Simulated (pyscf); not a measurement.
Optimised with ωB97X-D3(BJ)/def2-SVP in PySCF.

### Question
Estimate the classical barrier height and the reaction energy of H₃C–Cd–CH₃ (SMILES [CH3][Cd][CH3]) + H₂O (SMILES O) → H₃C–Cd–OH (SMILES [CH3][Cd][OH]) + CH₄ (SMILES C) at ωB97M-D3(BJ)/def2-TZVP. The step runs on the singlet surface, breaks C–Cd, H–O and forms Cd–O, C–H; take the separated reactants as zero.

### Answer
ΔE‡ = 22.3 kcal/mol, ΔE = -10.8 kcal/mol. Zero-point energy shifts the barrier by -1.4 kcal/mol. It is a four-centre exchange, with an imaginary mode of 1420i cm⁻¹. On the reactant side the descent ends in a complex (not fully relaxed), 6.0 kcal/mol under the separated species and 27.8 kcal/mol under the saddle at ωB97X-D3(BJ)/def2-TZVP. One saddle was located; it need not be the lowest between these sides. Elements past Kr carry the def2 core potentials, without spin-orbit coupling.
